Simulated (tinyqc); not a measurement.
RHF in the sto-3g basis, for H2O, spin multiplicity 1, step by step. One step of it, computed by the program tinyqc.

Task: Iteration 1: building the Fock matrix. J_ij = sum D_kl (ij|kl), K_ij = sum D_kl (ik|jl); F = H + J - 0.5 K; E = tr D H + tr D J / 2 - 0.25 tr D K + E_nn.

D at the start:
```
            1O 1s      1O 2s     1O 2px     1O 2py     1O 2pz      2H 1s      3H 1s
1O 1s    0.595286  -0.081926  -0.180372  -0.752282  -0.478100   0.577145  -0.611993
1O 2s   -0.081926   1.269150   0.075142   0.896744   0.220559  -0.974521  -1.050695
1O 2px  -0.180372   0.075142   1.978890  -0.090590  -0.043398   0.045863  -0.090813
1O 2py  -0.752282   0.896744  -0.090590   1.976302   0.003543  -0.933304   0.617869
1O 2pz  -0.478100   0.220559  -0.043398   0.003543   2.074197  -0.452367  -0.919296
2H 1s    0.577145  -0.974521   0.045863  -0.933304  -0.452367   2.890524  -0.130574
3H 1s   -0.611993  -1.050695  -0.090813   0.617869  -0.919296  -0.130574   2.719556
```

core Hamiltonian H = T + V (hartree):
```
             1O 1s      1O 2s     1O 2px     1O 2py     1O 2pz      2H 1s      3H 1s
1O 1s   -32.677607  -7.602553   0.000000   0.000000  -0.019190  -1.592712  -1.592712
1O 2s    -7.602553  -9.295170   0.000000   0.000000  -0.228721  -3.504393  -3.504393
1O 2px    0.000000   0.000000  -7.425176   0.000000   0.000000   0.000000   0.000000
1O 2py    0.000000   0.000000   0.000000  -7.551131   0.000000  -1.817318   1.817318
1O 2pz   -0.019190  -0.228721   0.000000   0.000000  -7.527506  -1.715434  -1.715434
2H 1s    -1.592712  -3.504393   0.000000  -1.817318  -1.715434  -4.939426  -1.622736
3H 1s    -1.592712  -3.504393   0.000000   1.817318  -1.715434  -1.622736  -4.939426
```

Two-electron integrals (ij|kl) in chemists' order, unique and non-zero (hartree):
```
(11|11) 4.785065    (21|11) 0.741380    (21|21) 0.136873    (22|11) 1.118947
(22|21) 0.256633    (22|22) 0.817206    (31|31) 0.024477    (32|31) 0.037809
(32|32) 0.180518    (33|11) 1.115814    (33|21) 0.256684    (33|22) 0.817023
(33|33) 0.880159    (41|41) 0.024477    (42|41) 0.037809    (42|42) 0.180518
(43|43) 0.047444    (44|11) 1.115814    (44|21) 0.256684    (44|22) 0.817023
(44|33) 0.785270    (44|44) 0.880159    (51|51) 0.024477    (52|51) 0.037809
(52|52) 0.180518    (53|53) 0.047444    (54|54) 0.047444    (55|11) 1.115814
(55|21) 0.256684    (55|22) 0.817023    (55|33) 0.785270    (55|44) 0.785270
(55|55) 0.880159    (61|11) 0.156382    (61|21) 0.028625    (61|22) 0.053315
(61|33) 0.053213    (61|41) 0.000981    (61|42) 0.001835    (61|44) 0.053386
(61|51) 0.000884    (61|52) 0.001654    (61|54) 0.000157    (61|55) 0.053354
(61|61) 0.006064    (62|11) 0.377166    (62|21) 0.087574    (62|22) 0.308369
(62|33) 0.303158    (62|41) 0.004880    (62|42) 0.037142    (62|44) 0.311623
(62|51) 0.004398    (62|52) 0.033478    (62|54) 0.007630    (62|55) 0.310035
(62|61) 0.018666    (62|62) 0.143585    (63|31) 0.009203    (63|32) 0.053429
(63|43) 0.007734    (63|53) 0.006971    (63|63) 0.020559    (64|11) 0.200713
(64|21) 0.047210    (64|22) 0.177520    (64|33) 0.169449    (64|41) 0.011510
(64|42) 0.073700    (64|44) 0.189633    (64|51) 0.002080    (64|52) 0.018271
(64|54) 0.011221    (64|55) 0.173280    (64|61) 0.010511    (64|62) 0.100401
(64|64) 0.089961    (65|11) 0.180913    (65|21) 0.042553    (65|22) 0.160008
(65|33) 0.152733    (65|41) 0.002080    (65|42) 0.018271    (65|44) 0.156983
(65|51) 0.011077    (65|52) 0.069897    (65|54) 0.011565    (65|55) 0.170129
(65|61) 0.009474    (65|62) 0.090497    (65|64) 0.062556    (65|65) 0.076943
(66|11) 0.513988    (66|21) 0.121284    (66|22) 0.489434    (66|33) 0.469595
(66|41) 0.008824    (66|42) 0.092320    (66|44) 0.502098    (66|51) 0.007953
(66|52) 0.083212    (66|54) 0.029296    (66|55) 0.496001    (66|61) 0.026088
(66|62) 0.285721    (66|64) 0.228119    (66|65) 0.205615    (66|66) 0.774606
(71|11) 0.156382    (71|21) 0.028625    (71|22) 0.053315    (71|33) 0.053213
(71|41) -0.000981   (71|42) -0.001835   (71|44) 0.053386    (71|51) 0.000884
(71|52) 0.001654    (71|54) -0.000157   (71|55) 0.053354    (71|61) 0.005980
(71|62) 0.018141    (71|64) 0.009321    (71|65) 0.009214    (71|66) 0.025097
(71|71) 0.006064    (72|11) 0.377166    (72|21) 0.087574    (72|22) 0.308369
(72|33) 0.303158    (72|41) -0.004880   (72|42) -0.037142   (72|44) 0.311623
(72|51) 0.004398    (72|52) 0.033478    (72|54) -0.007630   (72|55) 0.310035
(72|61) 0.018141    (72|62) 0.118899    (72|64) 0.056975    (72|65) 0.073033
(72|66) 0.197056    (72|71) 0.018666    (72|72) 0.143585    (73|31) 0.009203
(73|32) 0.053429    (73|43) -0.007734   (73|53) 0.006971    (73|63) 0.016545
(73|73) 0.020559    (74|11) -0.200713   (74|21) -0.047210   (74|22) -0.177520
(74|33) -0.169449   (74|41) 0.011510    (74|42) 0.073700    (74|44) -0.189633
(74|51) -0.002080   (74|52) -0.018271   (74|54) 0.011221    (74|55) -0.173280
(74|61) -0.009321   (74|62) -0.056975   (74|64) -0.011157   (74|65) -0.034187
(74|66) -0.082780   (74|71) -0.010511   (74|72) -0.100401   (74|74) 0.089961
(75|11) 0.180913    (75|21) 0.042553    (75|22) 0.160008    (75|33) 0.152733
(75|41) -0.002080   (75|42) -0.018271   (75|44) 0.156983    (75|51) 0.011077
(75|52) 0.069897    (75|54) -0.011565   (75|55) 0.170129    (75|61) 0.009214
(75|62) 0.073033    (75|64) 0.034187    (75|65) 0.060727    (75|66) 0.132992
(75|71) 0.009474    (75|72) 0.090497    (75|74) -0.062556   (75|75) 0.076943
(76|11) 0.160502    (76|21) 0.037641    (76|22) 0.144573    (76|33) 0.140930
(76|44) 0.143412    (76|51) 0.002919    (76|52) 0.026699    (76|55) 0.149220
(76|61) 0.007960    (76|62) 0.068086    (76|64) 0.040944    (76|65) 0.048232
(76|66) 0.142484    (76|71) 0.007960    (76|72) 0.068086    (76|74) -0.040944
(76|75) 0.048232    (76|76) 0.039803    (77|11) 0.513988    (77|21) 0.121284
(77|22) 0.489434    (77|33) 0.469595    (77|41) -0.008824   (77|42) -0.092320
(77|44) 0.502098    (77|51) 0.007953    (77|52) 0.083212    (77|54) -0.029296
(77|55) 0.496001    (77|61) 0.025097    (77|62) 0.197056    (77|64) 0.082780
(77|65) 0.132992    (77|66) 0.349988    (77|71) 0.026088    (77|72) 0.285721
(77|74) -0.228119   (77|75) 0.205615    (77|76) 0.142484    (77|77) 0.774606
```

nuclear repulsion = 8.85636499 hartree

Give: Coulomb J; exchange K; Fock matrix F; total energy of this density.

Result:

Coulomb J (hartree):
```
         1O 1s  1O 2s  1O 2px  1O 2py  1O 2pz  2H 1s   3H 1s
1O 1s   11.059  2.343  -0.004   0.030  -0.018  0.489   0.486
1O 2s    2.343  7.053   0.009   0.263   0.119  2.870   2.742
1O 2px  -0.004  0.009   7.003  -0.006  -0.005  0.002   0.003
1O 2py   0.030  0.263  -0.006   7.076   0.011  1.786  -1.545
1O 2pz  -0.018  0.119  -0.005   0.011   7.070  1.592   1.520
2H 1s    0.489  2.870   0.002   1.786   1.592  5.263   1.407
3H 1s    0.486  2.742   0.003  -1.545   1.520  1.407   4.893
```

exchange K (hartree):
```
         1O 1s   1O 2s  1O 2px  1O 2py  1O 2pz  2H 1s   3H 1s
1O 1s    2.948   0.674  -0.186  -0.368  -0.617  0.118  -0.095
1O 2s    0.674   1.477   0.006   0.659  -0.387  0.785   0.352
1O 2px  -0.186   0.006   2.022  -0.051  -0.043  0.001  -0.013
1O 2py  -0.368   0.659  -0.051   1.758   0.055  0.725  -0.201
1O 2pz  -0.617  -0.387  -0.043   0.055   1.880  0.420   0.207
2H 1s    0.118   0.785   0.001   0.725   0.420  1.737   0.338
3H 1s   -0.095   0.352  -0.013  -0.201   0.207  0.338   1.228
```

Fock matrix F (hartree):
```
          1O 1s   1O 2s  1O 2px  1O 2py  1O 2pz   2H 1s   3H 1s
1O 1s   -23.093  -5.597   0.089   0.214   0.272  -1.162  -1.059
1O 2s    -5.597  -2.981   0.006  -0.066   0.084  -1.027  -0.938
1O 2px    0.089   0.006  -1.433   0.019   0.017   0.001   0.010
1O 2py    0.214  -0.066   0.019  -1.355  -0.017  -0.394   0.373
1O 2pz    0.272   0.084   0.017  -0.017  -1.397  -0.333  -0.299
2H 1s    -1.162  -1.027   0.001  -0.394  -0.333  -0.545  -0.385
3H 1s    -1.059  -0.938   0.010   0.373  -0.299  -0.385  -0.661
```

total energy of this density = -41.63173 hartree
